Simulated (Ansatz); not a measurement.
HfO2 (P2₁/c, No. 14), treated with revPBE in Ansatz (plane waves, PAW).

Settings: plane-wave cutoff 520 eV, 8×8×8 k mesh, Fermi–Dirac smearing 0.01 eV, scalar-relativistic PAW data made under PBE.

Response to compression and expansion:

Shape and atoms are relaxed at each volume.

```json
[
 {"V (Å³/atom)": "11.545", "P (GPa)": "7.43", "direct gap at Γ (eV)": "4.543", "smallest gap on the k mesh (eV)": "4.138"},
 {"V (Å³/atom)": "11.786", "P (GPa)": "3.80", "direct gap at Γ (eV)": "4.569", "smallest gap on the k mesh (eV)": "4.087"},
 {"V (Å³/atom)": "12.026", "P (GPa)": "-0.01", "direct gap at Γ (eV)": "4.605", "smallest gap on the k mesh (eV)": "4.098"},
 {"V (Å³/atom)": "12.267", "P (GPa)": "-3.54", "direct gap at Γ (eV)": "4.627", "smallest gap on the k mesh (eV)": "4.119"},
 {"V (Å³/atom)": "12.507", "P (GPa)": "-6.48", "direct gap at Γ (eV)": "4.653", "smallest gap on the k mesh (eV)": "4.157"}
]
```

The fundamental gap (4.10 eV at the equilibrium volume, with added k points) lies elsewhere than Γ–Γ.

Measured, for comparison: band gap 5.7 eV (temperature not stated, no zero-point or thermal correction, our sources range from 5.70 to 5.84; as tabulated in Choudhary et al. (2018), arXiv:1804.01032).

Note: the relaxation could not lower the start's symmetry, so the cell can be a saddle point above a distorted one; the bulk modulus comes from volumes at which shape and atoms were relaxed.

Spin–orbit coupling is not included.

Ansatz is a first-principles code.
